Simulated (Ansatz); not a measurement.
# PH₂⁺, triplet in cc-pVTZ: errors against UCCSDT(Q)

Geometry: a PBE0/def2-TZVP stationary point for this spin, not checked as a minimum.

```yaml
atoms:
  - { symbol: P, position_ang: [0.0000, -0.0418, 0.0000] }
  - { symbol: H, position_ang: [0.0000, 0.6425, -1.2397] }
  - { symbol: H, position_ang: [0.0000, 0.6425, 1.2397] }
```

Basis cc-pVTZ; Ansatz 0.2.0. Correlated methods freeze the noble-gas cores, which leaves 6 electrons in 57 orbitals. R marks a restricted (for open shells ROHF) determinant, U an unrestricted one. Active spaces: valence = (6e, 6o) chosen from the atoms' valence shells.

Full CI isn't at hand for all of this; UCCSDT(Q) serves as the reference, and is uncertain by about the last step of the cluster series. The frozen core follows each run's orbitals, which can shift R against U totals by a few meV.

For open shells CISD is restricted-active-space CI with the open shells as a complete middle space.

```
UHF ⟨S²⟩                          : 2.009
T1 diagnostic (RCCSD)             : 0.0226
largest doubles amplitude (RCCSD) : 0.043
T1 diagnostic (UCCSD)             : 0.0164
```

| level | E − E(UCCSDT(Q)) (kcal/mol) | share of correlation (%) | wall time |
| --- | --- | --- | --- |
| RHF | 82.94 | 0.00 | – |
| UHF | 80.93 | 2.42 | – |
| RMP2 | 17.57 | 78.81 | – |
| UMP2 | 17.53 | 78.87 | – |
| CISD | 4.71 | 94.32 | 1.4 s |
| RCCSD | 2.96 | 96.43 | – |
| UCCSD | 2.88 | 96.53 | – |
| RCCSD(T) | 0.62 | 99.26 | 3.3 s |
| UCCSD(T) | 0.57 | 99.31 | 6 s |
| BCCD(T) | 0.61 | 99.27 | 2.4 s |
| RCCSDT | 0.10 | 99.88 | – |
| UCCSDT | 0.05 | 99.94 | – |
| RCCSDT(Q) | 0.04 | 99.95 | 30 s |
| CASSCF (valence space) | 61.42 | 25.94 | – |
| NEVPT2 (valence space) | 16.55 | 80.05 | 0.88 s |
| MRCISD (valence space) | 3.51 | 95.77 | – |
| MRCISD+Q (valence space) | 0.81 | 99.02 | 2.3 s |
| MRCISD+Q(relaxed) (valence space) | -0.09 | 100.11 | 3.1 s |

The correlation energy at UCCSDT(Q), counted from RHF, is -3.597 eV. That run took 28 s on 1 thread of Arm Neoverse V1, shared host.

Times hold each run's SCF and search for its determinant on a shared host, so for small cases they say little of a method's own cost; they ran on 1 thread of Arm Neoverse V1. Some runs computed forces too.

Natural occupations of CASSCF (valence space) about the gap: 1.982 1.968 1.001 1.000 0.030 0.019; effectively unpaired electrons, Σ n²(2−n)², 2.01.
